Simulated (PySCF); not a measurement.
# From computed data to an observable: entropy of an ideal gas

allene (C3H4), SMILES C=C=C.

The structure is a stationary point at PBE-D3(BJ)/def2-TZVP.

PBE-D3(BJ)/def2-TZVP run with PySCF 2.14.0 gives the harmonic wavenumbers 360, 360, 820, 820, 859, 976, 976, 1087, 1371, 1428, 2001, 3059, 3063, 3133, 3133 cm⁻¹ and the rotational temperatures 6.9062, 0.4252, 0.4252 K. The molar mass is 40.07 g/mol, the symmetry number 4, the spin multiplicity 1.

Q: Work out the entropy at 298.15 K and 1 atm in the rigid-rotor, harmonic-oscillator model.

A: 
Translation (Sackur–Tetrode at 1 atm): S = R[1.5 ln M + 2.5 ln T − 1.16487] = 154.8 J/(mol K).
Rotation: q = (√π/σ) T^1.5/√(θA θB θC) = 2040, S = R[ln q + 3/2] = 75.8 J/(mol K).
Vibration: with u = 1.4388 ν/T, each mode gives R[u/(e^u − 1) − ln(1 − e^−u)]:
| ν (cm⁻¹) | modes | u | S (J/(mol K)) |
|---|---|---|---|
| 360 | 2 | 1.74 | 9.39 |
| 820 | 2 | 3.96 | 1.60 |
| 859 | 1 | 4.15 | 0.69 |
| 976 | 2 | 4.71 | 0.86 |
| 1087 | 1 | 5.25 | 0.28 |
| 1371 | 1 | 6.62 | 0.08 |
| 1428 | 1 | 6.89 | 0.07 |
| 2001 | 1 | 9.66 | 0.01 |
The stiffer modes add less than 0.005 each. Sum 13.0 J/(mol K).
Spin: R ln 1 = 0.0 J/(mol K).
Total 243.6 J/(mol K); the program's own thermochemistry gives 243.6. Translation makes up 64 % and vibration 5 %. Anharmonicity, hindered rotation and orbital degeneracy are left out.
